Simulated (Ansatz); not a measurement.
Bulk modulus B0 of SiSe2 (Ibam, No. 72) at several levels of theory

No measured value is used here.

```
level (code)     value (GPa)  cell (Å³/atom)
---------------  -----------  --------------
LDA (Ansatz)               …           25.95
PBE (Ansatz)            1.16           36.75
PBEsol (Ansatz)         5.60           28.59
```

**Question.** What belongs in the gaps?

**Answer.** 
- LDA (Ansatz, an electronic-structure program), value (GPa): 12.8

LDA, PBE, PBEsol: the bulk modulus is −V dP/dV from two relaxed cells at ±2 % in volume. PBE: the cell is over a tenth larger than the published one: the level's own overestimate first of all, though another phase or state, or a fault of the published cell, is possible. Each level is taken at its own relaxed cell. Ansatz's density-functional and Hartree–Fock values are scalar-relativistic unless marked +SOC, with PAW data made under PBE.
